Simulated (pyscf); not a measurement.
HS–GeH₃ + H• → H₂S + GeH₃•, a substitution at S (doublet surface; Ge–S broken, H–S formed). PySCF, gas phase, ωB97X-D3(BJ)/def2-SVP geometries. Correlated levels are frozen-core, on RHF or UHF. ΔMP2 is the change of the MP2 total energy from the triple- to the quadruple-zeta basis. Energies in kcal/mol from the separated reactants.

Small-basis levels: PySCF, no dispersion term, spherical d functions. AM1 to PM7: differences of heats of formation from MOPAC. GFN2-xTB: tblite. Open shells are spin-unrestricted. 

```tsv
level	barrier	reaction energy
HF/3-21G	15.3	-6.9
MP2/6-31G*+LANL2DZ	13.2	-11.5
SVWN5/6-31G*+LANL2DZ	-8.4	-16.1
BP86/6-31G*+LANL2DZ	-3.7	-19.7
PBE/6-31G*+LANL2DZ	-1.6	-16.2
B3LYP/6-311+G**+LANL2DZ	[?]	-22.1
GFN2-xTB	8.1	+6.7
AM1	[?]	-37.5
PM3	-32.6	-27.6
CCSD(T)/def2-TZVPP + ΔMP2(QZVPP)	[?]	-13.6
```

Task: Some entries are withheld; supply them.

Result: 
- B3LYP/6-311+G**+LANL2DZ, barrier: -0.7
- AM1, barrier: -25.6
- CCSD(T)/def2-TZVPP + ΔMP2(QZVPP), barrier: 3.8

Against the last row the barrier runs from -36.4 (PM3) to +11.5 kcal/mol (HF/3-21G). At SVWN5/6-31G*+LANL2DZ, BP86/6-31G*+LANL2DZ, PBE/6-31G*+LANL2DZ, B3LYP/6-311+G**+LANL2DZ, AM1, PM3 this geometry lies under one side, so the entry may be no barrier of that level: it is a single point on another level's saddle. CCSD(T)/def2-TZVPP + ΔMP2(QZVPP) has limits of its own. One saddle was located; it need not be the lowest between these sides. The angle at the attacked S is 165°. The CCSD(T) − MP2 part came from Ansatz, without density fitting, on the same reference. The frozen core leaves the outer d or s,p core shells of the metals and heavy elements correlated in the MP2 and CC values, and def2-TZVPP describes them poorly, which can shift differences by a few kcal/mol. In the def2 sets elements up to Kr have no core potential.
